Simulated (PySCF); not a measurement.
**One shape, several levels: C3H5Cl (SMILES C/C=C\Cl)**

Aim: a comparison of 3 runs (MP2/STO-3G, MP2/def2-SVP, MP2/def2-TZVP) of C3H5Cl. Input form: a Python script.

The results are computed with PySCF 2.14.0.

## 1. The molecule

C3H5Cl: 9 atoms, total charge 0, spin state singlet. SMILES: `C/C=C\Cl`. Geometry: relaxed at GFN2-xTB.

Bond lengths: C1–C2 1.493 Å, C2–C3 1.322 Å, C3–Cl4 1.724 Å, C1–H5 1.089 Å, C1–H6 1.090 Å, C1–H7 1.086 Å, C2–H8 1.080 Å, C3–H9 1.077 Å. Some angles: C1–C2–C3 124.4°, C2–C3–Cl4 122.4°, C1–C2–H8 117.8°, C3–C2–H8 117.9°, C2–C1–H5 110.3°, C2–C1–H6 110.2°, C2–C1–H7 111.1°, C2–C3–H9 124.2°, Cl4–C3–H9 113.4°, H5–C1–H6 107.2°.

## 2. The energy at MP2/STO-3G (run 1)

File job.py:

```python
from pyscf import gto, scf, mp

mol = gto.M(
    atom='''
C       -0.033910       0.957710      -0.614560
C        0.580520      -0.195560       0.107930
C       -0.106820      -1.136210       0.733580
Cl      -1.830200      -1.137480       0.788740
H       -0.689930       0.600050      -1.407260
H       -0.644450       1.547920       0.068060
H        0.727880       1.597630      -1.048940
H        1.658250      -0.265500       0.119680
H        0.338660      -1.968580       1.252780
''',
    verbose=4,
    max_memory=1860,
    basis='sto-3g',
    charge=0,
)

mf = scf.RHF(mol)
mf.conv_tol = 1e-10
mf.kernel()
if not mf.converged:
    mf = mf.newton().run(mf.mo_coeff, mf.mo_occ)

pt = mp.MP2(mf, frozen=8).run()
energy = pt.e_tot
print('Final energy', energy)
```

The run is started by

```sh
OMP_NUM_THREADS=1 python job.py
```

The log of the run:

```text
PySCF version 2.14.0

[... 63 lines left out ...]
converged SCF energy = -569.661346855245
[... 1 line left out ...]
******** <class 'pyscf.mp.mp2.RMP2'> ********
nocc = 12, nmo = 21
frozen orbitals 8
E(RMP2) = -569.838625822664  E_corr = -0.177278967418448
E(SCS-RMP2) = -569.852725640122  E_corr = -0.191378784876941
E_corr(same-spin) = -0.0246415107983039
E_corr(oppo-spin) = -0.152637456620145
Final energy -569.8386258226637
```

Wall time 0.89 s (1 thread of Arm Neoverse V1, shared host); peak memory 0.12 GiB.

## 3. The energy at MP2/def2-SVP (run 2)

File calc.py:

```python
from pyscf import gto, mp

mol = gto.M(
    atom='''
C     -0.064081     1.809810    -1.161350
C      1.097024    -0.369555     0.203958
C     -0.201861    -2.147126     1.386265
Cl    -3.458577    -2.149526     1.490503
H     -1.303779     1.133930    -2.659336
H     -1.217834     2.925145     0.128615
H      1.375494     3.019083    -1.982209
H      3.133638    -0.501722     0.226162
H      0.639975    -3.720077     2.367411
''',
    max_memory=1860,
    unit='bohr',
    charge=0,
    verbose=3,
    basis='def2-svp',
)

mf = mol.RHF()
mf.conv_tol = 1e-10
mf.kernel()
if not mf.converged:
    mf = mf.newton().run(mf.mo_coeff, mf.mo_occ)

pt = mp.MP2(mf, frozen=8).run()
e_tot = pt.e_tot
print(f'total energy: {e_tot:.8f} hartree')
```

The run is started by

```sh
OMP_NUM_THREADS=1 python calc.py
```

The log of the run:

```text
converged SCF energy = -575.758485593074
E(RMP2) = -576.304284856634  E_corr = -0.545799263560394
E(SCS-RMP2) = -576.299152215942  E_corr = -0.54066662286842
total energy: -576.30428486 hartree
```

Wall time 1.9 s (1 thread of Arm Neoverse V1, shared host); peak memory 0.19 GiB.

## 4. A single-point energy at MP2/def2-TZVP (run 3)

File job.py:

```python
from pyscf import gto, mp

mol = gto.Mole()
mol.atom = '''
C   -0.033910   0.957710  -0.614560
C    0.580520  -0.195560   0.107930
C   -0.106820  -1.136210   0.733580
Cl  -1.830200  -1.137480   0.788740
H   -0.689930   0.600050  -1.407260
H   -0.644450   1.547920   0.068060
H    0.727880   1.597630  -1.048940
H    1.658250  -0.265500   0.119680
H    0.338660  -1.968580   1.252780
'''
mol.verbose = 3
mol.max_memory = 1860
mol.basis = 'def2-tzvp'
mol.build()

myscf = mol.RHF()
myscf.conv_tol = 1e-10
myscf.kernel()
if not myscf.converged:
    myscf = myscf.newton().run(myscf.mo_coeff, myscf.mo_occ)

pt = mp.MP2(myscf, frozen=8).run()
e_tot = pt.e_tot
print('Final energy', e_tot)
```

The run is started by

```sh
OMP_NUM_THREADS=1 python job.py
```

The log of the run:

```text
converged SCF energy = -576.04575503685
E(RMP2) = -576.719379520522  E_corr = -0.673624483672554
E(SCS-RMP2) = -576.714987989394  E_corr = -0.669232952544317
Final energy -576.7193795205222
```

It took 13 s on 1 thread of Arm Neoverse V1, shared host; peak memory 0.92 GiB.

## 5. All runs side by side

```csv
run,level,energy (Eh),dipole moment (D) of the reference,HOMO energy (eV),LUMO energy (eV),wall time
1,MP2/STO-3G,-569.838626,2.16,-8.44,7.82,0.89 s
2,MP2/def2-SVP,-576.304285,1.66,-9.66,4.21,1.9 s
3,MP2/def2-TZVP,-576.719380,1.74,-9.68,3.84,13 s
```

## 6. What came out

```
                                          quantity          value
                               run 3: total energy  -576.71938 Eh
       run 3: dipole moment (Hartree–Fock density)         1.74 D
        run 3: HOMO energy (Hartree–Fock orbitals)       -9.68 eV
        run 3: LUMO energy (Hartree–Fock orbitals)        3.84 eV
      run 3: HOMO–LUMO gap (Hartree–Fock orbitals)       13.51 eV
run 3: correlation energy (8 core orbitals frozen)     -673.6 mEh
```

What this shows: In run 1 the basis is minimal, so the values are rough. All runs together took 16 s, the longest 13 s.
